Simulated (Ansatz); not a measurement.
Two isomers of C2H4FNO: A = `FC1NCO1`, B = `OC/N=C\F`.

Calculated with Ansatz (gas phase, PBE0-D4/def2-TZVP geometries, no zero-point term in ΔE). CCSD(T)/CBS adds triple-zeta CCSD(T) − MP2 to the extrapolated MP2 energy (def2 sets, frozen cores). Functionals use def2-TZVPP. B3LYP here is the variant with VWN-RPA as its local correlation; programs differ in this. Each species was taken in one conformer, which may not be the lowest.

(1) Which is lower in electronic energy at CCSD(T)/CBS, and by how much? (Estimate.)

(2) Give E(B) − E(A) in kcal/mol with ωB97M-V, CCSD/def2-TZVPP, B3LYP-D4, CCSD(T)/def2-TZVPP, LDA (SPW92), CCSD(T)/def2-SVP, PBE0-D4. (An estimate is asked.)

(3) Does the order hold for the free energy at 298.15 K (harmonic terms from PBE0-D4)? (Estimate.)

Largest T1 diagnostic: 0.013.

Answers

(1) The calculation gave: B, by 9.7 kcal/mol.

(2) The calculation gave: ωB97M-V -8.2, CCSD/def2-TZVPP -9.0, B3LYP-D4 -12.2, CCSD(T)/def2-TZVPP -9.5, LDA (SPW92) -5.5, CCSD(T)/def2-SVP -9.6, PBE0-D4 -7.0. None reverses the order clearly.

(3) Computed: Yes: G(B) − G(A) = -12.3 kcal/mol, for one conformer each. Modes under 60 cm⁻¹, often nearly free rotors, make the harmonic entropy too high.

From r2SCAN to r2SCAN0 (25 % exact exchange), in def2-TZVPP and without D4, E(B) − E(A) moves by +2.2 kcal/mol. Leaving LDA and LC-ωPBE aside and taking each functional with its dispersion term where it has one, the values, not all of them listed here, spread over 8.4 kcal/mol, from BLYP-D4 to PBE-QIDH. LDA lies +4.2 kcal/mol from PBE without D4.
